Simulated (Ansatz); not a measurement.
C2H3NO (`N=CC=O`). Charge 0, multiplicity 1.

```xyz
7

N    -0.2454   -1.0969    1.0338
C     0.2752   -0.6342   -0.0173
C     0.0230    0.7686   -0.5048
O    -0.6935    1.5284    0.0861
H    -0.8350   -0.3712    1.4586
H     0.9409   -1.2609   -0.6150
H     0.5348    1.0662   -1.4415
```

Question: What are the harmonic wavenumbers in cm⁻¹ at PBE0-D4/def2-TZVP (Ansatz, finite differences of forces, unscaled)? (Estimate.)

Answer: Computed: 184, 298, 683, 784, 896, 1055, 1168, 1233, 1389, 1428, 1720, 1834, 2945, 3116, 3402.

Question: Is this a minimum?

Answer: Yes, all 15 modes are real.

Question: Give the ideal-gas thermochemistry at 298.15 K and 1 bar (rigid rotor, harmonic oscillator; point group Cs, symmetry number 1).

Answer: Zero-point energy 132.4 kJ/mol; H(298) − E = 145.8 kJ/mol; entropy 276.9 J/(mol·K), of which translation 159.3, rotation 98.3, vibration 19.3; G(298) − E = 63.3 kJ/mol.

Question: Rotational constants (cm⁻¹)?

Answer: 0.8087, 0.2183, 0.1719.
